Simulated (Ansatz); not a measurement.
# Isomers

Structures of B₂NH₄, doublet, relaxed at PBE0-D4/def2-TZVP (vibrations not checked; lower isomers may exist, and structures with a doubtful reference or unclear bonds are left out). Ansatz 0.2.0; basis: def2-TZVPP; cores frozen in the correlated methods; orbitals are unrestricted. B3LYP uses VWN-RPA correlation.

(1) Rank them by CCSD(T) energy, lowest first, and give each one's height above the lowest. Links in brackets join atoms within 1.22 times the sum of their covalent radii (1.1 for two metals). (To be estimated.)
A.
B₂NH₄ ([BH2][B][NH2])
```
7
angstrom
B -1.0942 0.3667 -1.2081
B -0.1262 -0.0486 -0.0360
N 0.7096 -0.4080 0.9770
H -1.9570 -0.3795 -1.5749
H -0.9764 1.4323 -1.7433
H 0.5177 -0.2132 1.9476
H 1.5802 -0.8951 0.8291
```
B.
B₂NH₄ ([BH][NH][BH2])
```
7
angstrom
B -1.2120 -0.4552 -0.6651
B 0.9160 -0.2942 0.6509
N -0.1249 0.2616 -0.1406
H -2.0893 0.0119 -1.3311
H -0.0721 1.2559 -0.3381
H 1.7919 0.4198 1.0427
H 0.8828 -1.4598 0.9003
```
C.
B₂NH₄ ([NH][B]1[H][BH2]1)
```
7
angstrom
B -1.3503 0.2346 -0.5725
B 0.1825 0.1738 0.0450
N 1.3434 0.0941 0.5256
H -1.5043 -0.1571 -1.6854
H -0.4041 1.2214 -0.5868
H 2.2012 -0.1620 0.9569
H -2.2229 0.5589 0.1687
```

(2) Do PBE-D4, r2SCAN-D4, PBE0-D4, B3LYP-D4, wB97M-V, HF, MP2 give the same order? (Judge from chemistry; the calculation decides.)

T1 diagnostic: at most 0.034. ⟨S²⟩ of the unrestricted Hartree–Fock references: 0.75 to 0.84 (a pure state has 0.75). The unrestricted reference is spin-contaminated, which hurts MP2 most.

For scale, one of the runs: CCSD(T)/def2-TZVPP, 149 basis functions, launched by `ansatz run in.yaml --threads 2 --pin off --events-out ev --progress --plain --max-ram 4352MiB`. The run took 38 s on 2 CPU threads of an Arm Neoverse V1 (shared host), with 2.3 GiB of host memory at its peak.

Answers

(1) The calculation gives: B (0.00 kcal/mol), A (6.43 kcal/mol), C (30.51 kcal/mol). Heights count from the lowest.

(2) Computed: All do.
